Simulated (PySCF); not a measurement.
Dipole moment and polarisability of ABN

Compound: ABN, C7H6N2.
Atom-mapped SMILES: `[N:1]#[C:2][c:3]1[cH:4][cH:5][c:6]([NH2:7])[cH:8][cH:9]1` (hydrogens: H10 on C4; H11 on C5; H12, H13 on N7; H14 on C8; H15 on C9)

Structure used (PBE0-D3(BJ)/def2-SVP), in Å, numbered top down from 1:
```xyz
15
C7H6N2 angstrom
N     -4.3015    0.0314   -0.0912
C     -3.1461    0.0121    0.0184
C     -1.7250   -0.0119    0.1534
C     -1.0740    0.8548    1.0467
C      0.3033    0.8303    1.1791
C      1.0864   -0.0634    0.4212
N      2.4487   -0.0635    0.5254
C      0.4285   -0.9312   -0.4736
C     -0.9490   -0.9045   -0.6040
H     -1.6645    1.5532    1.6426
H      0.7927    1.5137    1.8775
H      2.9620   -0.8464    0.1472
H      2.8755    0.3989    1.3150
H      1.0158   -1.6314   -1.0729
H     -1.4417   -1.5847   -1.3013
```

Level: CAM-B3LYP/def2-SVPD (PySCF), static field, nuclei fixed, core orbitals frozen in the response. The polarisability tensor in these axes (au):

```
x   150.20  -3.06   7.85
y    -3.06  73.02  17.99
z     7.85  17.99  71.54
```

Diagonalise the tensor; give its mean and Δα, where Δα² is half the sum of the squared differences of the eigenvalues.

Principal values 53.65, 90.11 and 151.00 au; mean 98.25 au = 14.56 Å³ = 16.20 × 10⁻⁴⁰ C²·m²/J; Δα = 85.18 au (87 % of the mean).

What is the dipole moment, and where does it point?

(6.94, -0.55, 1.12) D, 7.05 D in size, pointing from the negative to the positive side. Measured along this direction, the outermost atoms are N1 at the negative end and H13 and H12 at the positive end.

What molar refraction does this α imply?

Lorentz–Lorenz: R = (4π/3)N_A α = 2.5225 cm³/(mol·Å³) × 14.56 Å³ = 36.7 cm³/mol, in the limit of long wavelengths.

Traceless (Buckingham) quadrupole moment about the centre of nuclear charge: eigenvalues?

-12.62, -1.41, 14.03 D·Å. The values depend on the origin, since the dipole doesn't vanish. The electronic extent ⟨r²⟩ about the same centre is 1288 bohr², a root-mean-square distance of 2.41 Å for the 62 electrons.

Rayleigh depolarisation ratio (linearly polarised light, static tensor)?

ρ = 3Δα²/(45ᾱ² + 4Δα²) = 21768.7/(434406 + 29025.0) = 0.047.

Refractivity n − 1 of an ideal gas of it at 298.15 K and 1 atm, from the electronic α?

N = p/kT = 2.4615 × 10¹⁹ cm⁻³, so n − 1 = 2π × N × 14.56 × 10⁻²⁴ cm³ = 2252 × 10⁻⁶ at long wavelengths.

How large is μ²/3kT at 500 K beside α?

In Gaussian units μ²/3kT = 239.94 Å³ against 14.56 Å³, a ratio of 16.48; the Debye molar polarisation (4π/3)N_A(α + μ²/3kT) is 642.0 cm³/mol, leaving out the vibrational part.

Geometry: PBE0-D3(BJ)/def2-SVP; no solvent, vibrations or thermal averaging.
